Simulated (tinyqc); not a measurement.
Worked calculation (part 2 of 2): MP2 on RHF in the sto-3g basis, for H2O, spin multiplicity 1. Computed by tinyqc, a small Python program that keeps every step (integrals from PySCF). Command: `OMP_NUM_THREADS=1 python tinyqc.py 25372 25373 out.jsonl` (the two numbers bound the seeds that draw the settings). One thread of a shared host (Intel(R) Xeon(R) Processor @ 2.60GHz), about 0.1 s of CPU time with the checks.

Geometry (angstrom):
```
atom        x         y        z
O     0.00000   0.00000  0.00000
H     0.00000   0.88000  0.69400
H     0.00000  -0.84300  0.66400
```

## Second-order Moller-Plesset energy

orbital energies (hartree): MO1 -20.26300, MO2 -1.21158, MO3 -0.54890, MO4 -0.43774, MO5 -0.38800, MO6 0.47774, MO7 0.59390

Hartree-Fock energy = -74.9426942 hartree

Given earlier and not repeated: Two-electron integrals over orbitals (pq|rs).

E2 = sum_ijab (ia|jb) [2 (ia|jb) - (ib|ja)] / (e_i + e_j - e_a - e_b) over occupied i, j and virtual a, b; the opposite-spin part is (ia|jb)^2 / denominator, the rest is same-spin, and SCS-MP2 scales them by 6/5 and 1/3.

Terms (the 40 largest of 68):
```
i  j  a  b   (ia|jb)   (ib|ja)  denominator       term
3  3  7  7   0.15793   0.15793     -2.28560   -0.01091
3  4  7  6  -0.09534  -0.04953     -2.05828   -0.00654
4  3  6  7  -0.09534  -0.04953     -2.05828   -0.00654
4  4  6  6   0.09798   0.09798     -1.83096   -0.00524
3  3  6  6   0.07549   0.07549     -2.05327   -0.00278
2  2  6  6   0.09399   0.09399     -3.37863   -0.00261
2  3  6  7  -0.06591  -0.02744     -2.83211   -0.00243
3  2  7  6  -0.06591  -0.02744     -2.83211   -0.00243
4  4  7  7   0.06894   0.06894     -2.06328   -0.00230
2  2  7  7   0.06907   0.06907     -3.61095   -0.00132
2  4  6  6   0.05797   0.05797     -2.60479   -0.00129
4  2  6  6   0.05797   0.05797     -2.60479   -0.00129
5  5  6  6   0.03430   0.03430     -1.73148   -0.00068
4  3  6  6   0.02809   0.02809     -1.94211   -0.00041
3  4  6  6   0.02809   0.02809     -1.94211   -0.00041
5  5  7  7   0.02538   0.02538     -1.96380   -0.00033
3  4  7  7  -0.02096  -0.02096     -2.17444   -0.00020
4  3  7  7  -0.02096  -0.02096     -2.17444   -0.00020
2  3  7  7  -0.01901  -0.01901     -2.94828   -0.00012
3  2  7  7  -0.01901  -0.01901     -2.94828   -0.00012
2  3  7  6  -0.02744  -0.06591     -2.83211    0.00011
3  2  6  7  -0.02744  -0.06591     -2.83211    0.00011
2  4  7  6   0.01416   0.01114     -2.72096   -0.00009
4  2  6  7   0.01416   0.01114     -2.72096   -0.00009
4  3  7  6  -0.04953  -0.09534     -2.05828   -0.00009
3  4  6  7  -0.04953  -0.09534     -2.05828   -0.00009
2  3  6  6   0.01510   0.01510     -2.71595   -0.00008
3  2  6  6   0.01510   0.01510     -2.71595   -0.00008
2  4  7  7  -0.01513  -0.01513     -2.83712   -0.00008
4  2  7  7  -0.01513  -0.01513     -2.83712   -0.00008
3  3  6  7  -0.01054  -0.01054     -2.16943   -0.00005
3  3  7  6  -0.01054  -0.01054     -2.16943   -0.00005
4  2  7  6   0.01114   0.01416     -2.72096  -3.32e-05
2  4  6  7   0.01114   0.01416     -2.72096  -3.32e-05
1  1  6  6   0.02594   0.02594    -41.48148  -1.62e-05
1  2  7  7   0.01867   0.01867    -22.66238  -1.54e-05
2  1  7  7   0.01867   0.01867    -22.66238  -1.54e-05
2  2  7  6   0.00627   0.00627     -3.49479  -1.13e-05
2  2  6  7   0.00627   0.00627     -3.49479  -1.13e-05
4  4  7  6  -0.00462  -0.00462     -1.94712  -1.10e-05
```

Pair energies (hartree; pair i-j sums ij and ji):
```
pair  opposite spin  same spin
1-1       -2.59e-05          0
2-1       -4.06e-05  -1.76e-10
2-2        -0.00396          0
3-1       -4.02e-06  -7.18e-06
3-2        -0.00401   -0.00104
3-3        -0.01379          0
4-1       -1.19e-05  -4.36e-08
4-2        -0.00298  -6.74e-06
4-3        -0.01243   -0.00204
4-4        -0.00757          0
5-5        -0.00101          0
```

MP2 correlation energy = -0.0489339 hartree

SCS-MP2 correlation energy = -0.0560357 hartree

MP2 total energy = -74.9916280 hartree
